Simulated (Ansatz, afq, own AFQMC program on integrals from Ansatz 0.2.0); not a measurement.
Integrals from Ansatz 0.2.0, then the random walk in our own AFQMC program (afq).

```yaml
crystal:
  periodic: [false, false, false]
  atoms:
    - {symbol: C, position_ang: [0.145504, -0.504278, 0.185599]}
    - {symbol: H, position_ang: [0.438216, -1.527712, 0.565111]}
basis:
  gaussian: {orbitals: def2-TZVP}
magnetization: {spin_polarized: true, initial_magnetization: 1}
correlation: {method: ccsd_t, electrons: outside_noble_gas, hamiltonian_folder: ham}
```

```sh
$ ansatz run in.yaml --threads 2 --pin off --events-out ev --progress --plain --max-ram 34560MiB --backend cuda --devices 0, --max-vram 37GiB
```

afq runs on the folder ham with

```
--method phaseless --trial cisd --walkers 4000 --populations 20 --least-time 60 --time-step 0.005 --steps-per-block 50 --equilibration-blocks 56 --max-blocks 4000 --target-error 0.00014 --factor-cut 1e-05 --start spin_pure --seed 4820 --release-times 0.24,0.51,0.99,1.62,2.4 --release-step 0.03 --release-every 3 --taylor-order 6
```

Times are imaginary, in 1/Eh. The walk had a cap of 244 s. With eight or more populations the least sampling time is a fifth of least-time, and the error comes from their spread.

```
orbitals 36  electrons 3 2  factors 242 of 244
reference energy -38.28526907 Eh
CCSD correlation -0.11927991 Eh in 20 cycles, weight of the determinant in the CISD state 0.8232
energy of the start -38.396069 Eh
 block  time / (1/Eh)  mean weight  energy / Eh
     1     0.250  1.0000  -38.400823
     2     0.500  1.0000  -38.403574
     3     0.750  1.0001  -38.405064
     4     1.000  0.9998  -38.406105
     5     1.250  1.0000  -38.406776
     9     2.250  0.9999  -38.408040
    15     3.750  1.0000  -38.408293
    23     5.750  0.9999  -38.408947
    31     7.750  0.9998  -38.409022
    37     9.250  0.9998  -38.409374
    39     9.750  0.9999  -38.408727
    47    11.750  0.9999  -38.408456
    55    13.750  1.0000  -38.408409
    63    15.750  1.0001  -38.408159
    71    17.750  1.0001  -38.408302
    79    19.750  0.9998  -38.408432
    85    21.250  1.0002  -38.407566
    87    21.750  1.0000  -38.408816
    95    23.750  1.0002  -38.409252
   103    25.750  0.9999  -38.408662
   105    26.250  1.0001  -38.408036
error from the spread of 20 populations
released: time / (1/Eh)  energy / Eh  error  mean overlap
  0.24  -38.408552  0.000118  0.9995
  0.51  -38.408805  0.000083  0.9963
  0.99  -38.408858  0.000068  0.9947
  1.62  -38.408885  0.000098  0.9920
  2.40  -38.409126  0.000106  0.9833
energy -38.408469 +/- 0.000102 Eh
(rows thinned)
```

Problem. Estimate how long the walk took on 1 × NVIDIA H100 80GB HBM3 with 4 threads of AMD EPYC 7R13 Processor (Zen 3), on a shared host (the card was shared).

Solution. 49 s of wall time.

The run passed its tests (sampling time, drift between the halves within three errors, error under three times the target), which doesn't prove that it has relaxed.

Against this walk (error 2.8 meV) on the same determinant: CCSD(T) 17.3 meV higher, CCSDT(Q) 11.5 meV lower, CCSDTQ 11.7 meV lower, full CI 11.7 meV lower. The error is statistical and leaves out the bias of the constraint. The determinant has ⟨S²⟩ = 1.10, so the low cluster orders mix in higher spin, while the walk starts as a pure doublet. The released energies are still falling (meV from the phaseless value at times in 1/Eh: -2 ± 3 at 0.24, -9.2 ± 2.3 at 0.51, -10.6 ± 1.9 at 0.99, -11 ± 3 at 1.62, -18 ± 3 at 2.40), so they give no level; they do show a bias of the constraint, and the last of them that isn't too noisy lies 6 meV below full CI. Full CI is exact here, so the walk's 12 meV above it is the walk's own error: the bias of the constraint with this trial. The determinant is a poor start (see the cautions), so the low cluster orders aren't to be relied on, and full CI is the sure value.

Cautions: constraint bias not in the error; strong correlation (T1 0.108, weight of the determinant 0.82, largest double 0.09); unrestricted determinant spin contaminated (⟨S²⟩ 1.10 against 0.75).

CCSDT and higher add their correlation energy to the determinant of the CCSD(T) run, since their own runs factorise the integrals more tightly (a shift of under 2 meV).
